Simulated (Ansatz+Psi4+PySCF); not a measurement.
The numbers below are computed, except where a source is named.
A run of Ansatz (development build ahead of 0.2.0) on singlet C2H4 at this shape:

```
atom    x (Å)    y (Å)   z (Å)
   C   0.6675   0.0000  0.0000
   C  -0.7175   0.0000  0.0000
   H   1.2377   0.9228  0.0000
   H   1.2377  -0.9228  0.0000
   H  -1.2377   0.9228  0.0000
   H  -1.2377  -0.9228  0.0000
```

Its results:

```
Converged                                                          : yes
Reference energy                                                   : -78.05807 hartree
Correlation energy                                                 : -0.33767 hartree
Total energy                                                       : -78.39574 hartree
Spin squared of the determinant                                    : 0.000
Stability test                                                     : minimum among restricted orbitals
Occupied orbitals by symmetry in an Abelian subgroup (alpha; beta) : 5 A1 1 B1 2 B2; 5 A1 1 B1 2 B2
```

Messages of the program:
```
mean field -2124.06820414 eV, -78.0580667571 hartree, gradient 3.3e-6 eV, S^2 0.000000; 0 other ends of descents recorded, 0 dependent functions left out; unrestricted orbitals would lower it
```

Which input gives this output? Name the method, the orbitals and the basis set, and write the input.

RHF-MP2 in cc-pVTZ. An unrestricted run that stays on the closed shell gives the same numbers.

```yaml
crystal:
  periodic: [false, false, false]
  atoms:
    - { symbol: C, position_ang: [0.66748, 0.0, 0.0] }
    - { symbol: C, position_ang: [-0.71748, 0.0, 0.0] }
    - { symbol: H, position_ang: [1.23769, 0.92283, 0.0] }
    - { symbol: H, position_ang: [1.23769, -0.92283, 0.0] }
    - { symbol: H, position_ang: [-1.23769, 0.92283, 0.0] }
    - { symbol: H, position_ang: [-1.23769, -0.92283, 0.0] }
basis:
  gaussian: { orbitals: cc-pVTZ }
hamiltonian:
  xc: hf
correlation:
  method: mp2
  frozen_orbitals: { C: 1, H: 0 }
```

Caution: unrestricted orbitals would lower the determinant.
